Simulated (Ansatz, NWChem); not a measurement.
## Worked example: the enthalpy of formation of C2H7N (ethanamine)

C2H7N has 10 atoms, charge 0, and is taken as a singlet. As SMILES, `CCN`. Geometry: relaxed at PBE0-D4/def2-TZVP. This is one conformer, not always the lowest.

Total energies at B2PLYP/cc-pVDZ, 3 core orbitals frozen (NWChem 7.3.0); the atoms run unrestricted:

```tsv
species	state	energy (Eh)
C2H7N	singlet	-135.015215
C	triplet	-37.815961
N	quartet	-54.548732
H	doublet	-0.497925
```

Harmonic wavenumbers at PBE0-D4/def2-TZVP, in cm⁻¹: 252, 286, 401, 776, 852, 899, 1004, 1087, 1159, 1269, 1376, 1389, 1399, 1478, 1484, 1496, 1661, 3034, 3046, 3076, 3111, 3114, 3514, 3594.

Measured heats of formation of the gaseous atoms at 298.15 K, in kJ/mol: C 716.9, N 472.4, H 218.0. Take 1 Eh = 2625.50 kJ/mol, 1 cm⁻¹ = 0.0119627 kJ/mol, RT = 2.479 kJ/mol.

Q: Work out the heat of formation of the gas at 298 K.

A: 
1. Electronic atomisation energy: 2 × (-37.815961) + (-54.548732) + 7 × (-0.497925) − (-135.015215) = 1.349086 Eh = 3542.0 kJ/mol.
2. Zero-point energy: half the sum of the wavenumbers, 20378.5 cm⁻¹ = 243.8 kJ/mol.
3. Thermal vibrational enthalpy, Σ hcν̃/(exp(hcν̃/kT) − 1): 4.1 kJ/mol. Translation, rotation and pV of a non-linear molecule: 4 RT = 9.9 kJ/mol.
4. The 10 free atoms carry 5/2 RT each: 62.0 kJ/mol.
5. Atomisation enthalpy at 298 K: 3542.0 − 243.8 − 4.1 − 9.9 + 62.0 = 3346.2 kJ/mol.
6. Sum of the atoms' heats of formation: 3432.2 kJ/mol. Heat of formation: 3432.2 − 3346.2 = +86.0 kJ/mol.

The tabulated value is -47.5 kJ/mol (CRC Handbook of Chemistry and Physics), so this level is off by +133.5 kJ/mol, or 3.8 % of the atomisation enthalpy. A double-zeta basis underbinds. Anharmonicity and any spin-orbit splitting of the molecule are left out, and so is core correlation.
